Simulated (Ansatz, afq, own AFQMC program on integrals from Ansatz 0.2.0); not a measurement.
Two steps: Ansatz 0.2.0 writes the Fock matrix and Cholesky factors of the valence space, and afq projects on them the lowest state that overlaps trial and start.

```yaml
crystal:
  periodic: [false, false, false]
  atoms:
    - {symbol: Al, position_ang: [0.000000, 0.000000, 0.096844]}
    - {symbol: C, position_ang: [0.000000, 0.000000, -1.584320]}
    - {symbol: H, position_ang: [0.000000, 0.000000, 1.487475]}
basis:
  gaussian: {orbitals: 6-31G}
magnetization: {spin_polarized: false}
correlation: {method: ccsd_t, electrons: outside_noble_gas, hamiltonian_folder: ham}
```

```sh
$ ansatz run in.yaml --threads 1 --pin off --events-out ev --progress --plain --max-ram 15360MiB --backend cuda --devices 0, --max-vram 18GiB
```

afq runs on the folder ham with

```
--method free --trial cisd --walkers 200 --time-step 0.01 --max-blocks 5 --target-error 0.00068 --factor-cut 1e-05 --seed 7580 --times 0.0,0.4,0.8,1.6,2.4 --taylor-order 4
```

Times are imaginary, in 1/Eh. The walk had a cap of 60 s.

```
orbitals 18  electrons 4 4  factors 106 of 297
reference energy -280.01896597 Eh
CCSD correlation -0.12863754 Eh in 17 cycles, weight of the determinant in the CISD state 0.8585
repeat  energy at the last time / Eh  error
no energy: too few repeats
```

The run failed at least one of its tests; the cautions name the faults.

A setting was made bad on purpose (too few blocks), but the run ended before it gave an energy.

Cautions: another spin lies lower; restricted determinant unstable towards unrestricted (UHF 1.12 eV lower, ⟨S²⟩ 1.18); strong correlation (T1 0.023, weight of the determinant 0.86, largest double 0.14); the determinant fills πx and πy unequally, so it mixes two states of the linear molecule, and each level undoes that mixture to a different degree, while full CI gives the lower state.
